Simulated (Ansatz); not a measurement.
Computed with Ansatz on PBE0-D4/def2-TZVP structures; ΔE is electronic, products minus reactants. CBS: MP2 limit from def2 TZ/QZ plus the TZ coupled-cluster correction, frozen cores. This one scheme is used for every species, atoms too. DFT in def2-TZVPP. B3LYP here is the variant with VWN-RPA as its local correlation; programs differ in this. HSE06 is defined as in plane-wave codes. No spin–orbit coupling; open shells (•) take unrestricted orbitals. Spin–orbit coupling would lower the free atoms: a little for C, F. One conformer a species, not always the lowest.

Consider the atomization: `NC1(F)C=N1` → 2 C• + F• + 3 H• + 2 N•.

`NC1(F)C=N1`:

Z-matrix (Å, degrees):
```
C
F 1 1.358
C 1 1.415 2 119.4
N 1 1.405 2 109.0 3 157.0
N 1 1.472 2 114.5 3 -58.8
H 3 1.085 1 155.8 2 81.9
H 4 1.010 1 111.3 2 172.7
H 4 1.013 1 110.6 2 50.8
```

(1) What is ΔE at CCSD(T)/CBS? (Best estimate.)

(2) What do these levels give: PBE-D4, B97M-V, B3LYP-D4, r2SCAN0-D4, HSE06-D4, ωB97M-V, r2SCANh, LC-ωPBE, CCSD/def2-TZVPP, HF/def2-QZVPP, MP2/def2-QZVPP, HF/CBS(def2)? (Estimate.)

Largest T1 diagnostic among the species: 0.012.

## Answers

(1) Computed: +3152.8 kJ/mol.

(2) Ansatz gave: PBE-D4 3340.9, B97M-V 3168.4, B3LYP-D4 3173.6, r2SCAN0-D4 3068.4, HSE06-D4 3210.3, ωB97M-V 3188.8, r2SCANh 3122.6, LC-ωPBE 3195.9, CCSD/def2-TZVPP 2961.1, HF/def2-QZVPP 1988.3, MP2/def2-QZVPP 3218.0, HF/CBS(def2) 1989.3 kJ/mol.

In def2-TZVPP, CCSD(T) changes the Hartree–Fock value by +1059.1 kJ/mol (the triples alone add +79.4 kJ/mol) and MP2 by +1169.8 kJ/mol; breaking electron pairs costs correlation energy, which Hartree–Fock lacks. From BLYP to BHLYP (50 % exact exchange), in def2-TZVPP and without D4, ΔE moves by −212.2 kJ/mol: exact exchange takes away binding that semilocal exchange gives to molecules.

For atomizations the MP2-based limit and the directly extrapolated one differ by several kJ/mol either way, and by 10 to 25 for some Ge, Se and Sn compounds, so smaller differences from it don't rank the levels.
